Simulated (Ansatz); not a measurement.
in.yaml

```yaml
crystal:
  periodic: [false, false, false]
  atoms:
    - {symbol: N, position_ang: [-1.992311, 0.019973, -0.019236]}
    - {symbol: H, position_ang: [-2.289591, 0.987807, -0.019236]}
    - {symbol: H, position_ang: [-2.289591, -0.382326, 0.861023]}
    - {symbol: H, position_ang: [-0.883311, 0.019973, -0.019236]}
    - {symbol: Si, position_ang: [1.134689, 0.019973, -0.019236]}
    - {symbol: H, position_ang: [1.531123, -1.459540, -0.019236]}
basis:
  gaussian: {orbitals: cc-pVDZ}
magnetization: {spin_polarized: false, initial_magnetization: 1}
correlation: {method: mp2, electrons: valence}
accuracy: high
output: {forces: true}
```

```sh
$ ansatz run in.yaml --threads 1 --pin off --events-out ev --progress --plain --max-ram 2393MiB
```

**Question.** Roughly how long does this take on 1 thread of Arm Neoverse V1, shared host, and how much host memory?

**Answer.** 3.3 s wall and 0.14 GiB.

```
1129 factors; integrals over basis functions are off by at most 4.0e-9 eV
mean field evaluation 1: about -9401.4577 eV, gradient 3.0e1 eV
mean field evaluation 2: about -9401.4583 eV, gradient 3.0e1 eV
mean field evaluation 4: about -9403.9562 eV, gradient 2.3e0 eV
mean field evaluation 8: about -9403.9925 eV, gradient 1.1e-1 eV
mean field evaluation 16: about -9403.9925 eV, gradient 3.3e-3 eV
mean field evaluation 32: about -9404.0805 eV, gradient 1.7e0 eV
mean field -9404.19710519 eV, -345.5978692219 hartree, gradient 8.6e-8 eV, S^2 0.750000; 4 other end points of the search recorded, 0 dependent functions left out
mean field evaluation 64: about -9403.6394 eV, gradient 3.8e0 eV
6 core orbitals not correlated: weight in the atoms' cores, before any rotation towards them, 1.000 or more for the frozen orbitals, at most 0.000 for the correlated occupied ones
reference -9404.19710519 eV, -345.5978692219 hartree; 7, 6 occupied and 39, 40 virtual orbitals, 1129 factors
second order -7.14845685 eV of doubles, -0.06514733 eV of singles
the calculation of the forces begins
mean field evaluation 96: about -9404.1971 eV, gradient 8.6e-8 eV
Total energy: -9411.41070937 eV, -345.8629642861 hartree
Atom 0 at    -1.992311     0.019973    -0.019236 Å, force     2.274807    -0.833710    -0.895225 eV/Å
Atom 1 at    -2.289591     0.987807    -0.019236 Å, force     0.240239     0.530236     0.147402 eV/Å
Atom 2 at    -2.289591    -0.382326     0.861023 Å, force     0.113604    -0.073861     0.530090 eV/Å
Atom 3 at    -0.883311     0.019973    -0.019236 Å, force    -3.269068     0.337620     0.187290 eV/Å
Atom 4 at     1.134689     0.019973    -0.019236 Å, force     0.757315     0.047722     0.034213 eV/Å
Atom 5 at     1.531123    -1.459540    -0.019236 Å, force    -0.116897    -0.008008    -0.003770 eV/Å
Dipole moment:    -0.005604     0.137826     0.260396 e Å
```

Forces (eV/Å):
```
N    2.275 -0.834 -0.895
H    0.240  0.530  0.147
H    0.114 -0.074  0.530
H   -3.269  0.338  0.187
Si   0.757  0.048  0.034
H   -0.117 -0.008 -0.004
```
